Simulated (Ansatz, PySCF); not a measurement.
This PySCF input computes a CCSD(T)/cc-pVDZ energy:

```python
from pyscf import gto, scf, mp, cc as ccmod

mol = gto.M(
    atom='''
    C     0.00728032    0.00031015    0.17491065
    H    -0.01040746    0.86106198   -0.52673636
    H    -0.03327446   -0.86292291   -0.52272756
    ''',
    basis='cc-pvdz',
    charge=0,
    spin=0,
    verbose=4,
)

mf = scf.RHF(mol)
mf.conv_tol = 1e-10
mf.max_cycle = 100
mf.kernel()
mp2 = mp.MP2(mf, frozen=1).run()
cc = ccmod.CCSD(mf, frozen=1)
cc.max_cycle = 100
cc.kernel()
et = cc.ccsd_t()
print(f'E(CCSD(T)) = {cc.e_tot + et:.9f}')
```

Write an input for the same energy in Ansatz (a quantum-chemistry and plane-wave program) and say what it gives.


Ansatz 0.2 input:
```yaml
crystal:
  periodic: [false, false, false]
  atoms:
    - {symbol: C, position_ang: [0.00728032, 0.00031015, 0.17491065]}
    - {symbol: H, position_ang: [-0.01040746, 0.86106198, -0.52673636]}
    - {symbol: H, position_ang: [-0.03327446, -0.86292291, -0.52272756]}
basis:
  gaussian:
    orbitals: cc-pVDZ
magnetization: {spin_polarized: false}
correlation: {method: ccsd_t, electrons: outside_noble_gas}
```
It gives -39.02220 Eh, and PySCF -39.02220 Eh, a difference of 0.00 mEh.
